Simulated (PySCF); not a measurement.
# Chlorine: a sound run and one with changed settings

Sound run: Cl [Ne] 3s2 3p5, Cl⁺ [Ne] 3s2 3p4. Calculation: PySCF 2.14, in cc-pV(T+d)Z; the non-relativistic Hamiltonian (point nucleus). The sound run starts from symmetry-adapted Hartree-Fock orbitals and uses a fine grid where one is needed.

Changed run: radial step 0.3 in ln r (0.13 in the sound run). This setting is unsound on purpose.

```csv
species,method,sound run (hartree),changed run (hartree),converged
Cl,UHF,-459.48556,-459.48556,yes
Cl,M06-L,-460.14668,-460.13411,yes
Cl,PBE0,-460.00525,-460.00414,yes
Cl⁺,UHF,-459.05290,-459.05290,yes
Cl⁺,M06-L,-459.67339,-459.66245,yes
Cl⁺,PBE0,-459.52914,-459.52792,yes
```

Ionisation energy of Cl:

| method | sound run (eV) | changed run (eV) |
| --- | --- | --- |
| UHF | 11.773 | 11.773 |
| M06-L | 12.879 | 12.835 |
| PBE0 | 12.955 | 12.959 |

A coarse radial grid mis-integrates the density and the exchange-correlation energy, with errors of either sign; Hartree-Fock needs no grid.

For comparison, NIST gives 12.968 eV between the lowest levels.
